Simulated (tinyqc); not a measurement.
Worked calculation: CIS and TDHF on RHF in the sto-3g basis, for HF, spin multiplicity 1. One step of it, computed by the program tinyqc.

Question. CIS matrix, triplets. A(ia,jb) = (e_a - e_i) d_ij d_ab - (ij|ab).

orbital energies (hartree): MO1 -25.911502, MO2 -1.439691, MO3 -0.546495, MO4 -0.462046, MO5 -0.462046, MO6 0.508262

Two-electron integrals over orbitals (pq|rs), unique and non-zero (hartree):
```
(11|11) 5.363316    (21|11) -0.511947   (21|21) 0.077161    (22|11) 1.212835
(22|21) -0.021081   (22|22) 0.860430    (31|11) 0.138399    (31|21) -0.019572
(31|22) 0.010491    (31|31) 0.020639    (32|11) -0.139715   (32|21) 0.007278
(32|22) -0.033527   (32|31) 0.020821    (32|32) 0.151172    (33|11) 0.957471
(33|21) -0.009885   (33|22) 0.733315    (33|31) -0.004019   (33|32) -0.034053
(33|33) 0.730188    (41|41) 0.029575    (42|41) 0.039506    (42|42) 0.184389
(43|41) -0.009781   (43|42) -0.037542   (43|43) 0.042703    (44|11) 1.264014
(44|21) -0.014703   (44|22) 0.884663    (44|31) 0.004042    (44|32) -0.075618
(44|33) 0.725816    (44|44) 0.997514    (51|51) 0.029575    (52|51) 0.039506
(52|52) 0.184389    (53|51) -0.009781   (53|52) -0.037542   (53|53) 0.042703
(54|54) 0.053770    (55|11) 1.264014    (55|21) -0.014703   (55|22) 0.884663
(55|31) 0.004042    (55|32) -0.075618   (55|33) 0.725816    (55|44) 0.889973
(55|55) 0.997514    (61|11) 0.144133    (61|21) -0.023265   (61|22) 0.001496
(61|31) -0.010107   (61|32) -0.024537   (61|33) 0.009633    (61|44) 0.004036
(61|55) 0.004036    (61|61) 0.023387    (62|11) -0.210555   (62|21) 0.004959
(62|22) -0.113938   (62|31) -0.020110   (62|32) -0.058617   (62|33) -0.030028
(62|44) -0.111789   (62|55) -0.111789   (62|61) 0.017131    (62|62) 0.094054
(63|11) -0.382049   (63|21) 0.006563    (63|22) -0.193114   (63|31) 0.001935
(63|32) 0.092390    (63|33) -0.111994   (63|44) -0.215320   (63|55) -0.215320
(63|61) -0.005950   (63|62) 0.050119    (63|63) 0.197808    (64|41) -0.009321
(64|42) -0.037374   (64|43) -0.017902   (64|64) 0.030589    (65|51) -0.009321
(65|52) -0.037374   (65|53) -0.017902   (65|65) 0.030589    (66|11) 0.870625
(66|21) -0.009098   (66|22) 0.666007    (66|31) 0.013718    (66|32) 0.061730
(66|33) 0.665145    (66|44) 0.642448    (66|55) 0.642448    (66|61) -0.008932
(66|62) -0.062801   (66|63) -0.018716   (66|66) 0.702106
```

Give: CIS matrix A, triplet.

Answer.

CIS matrix A, triplet (hartree), lower triangle:
```
        1>6     2>6    3>6    4>6    5>6
1>6  25.549
2>6   0.009   1.282
3>6  -0.014  -0.062  0.390
4>6   0.000   0.000  0.000  0.328
5>6   0.000   0.000  0.000  0.000  0.328
```
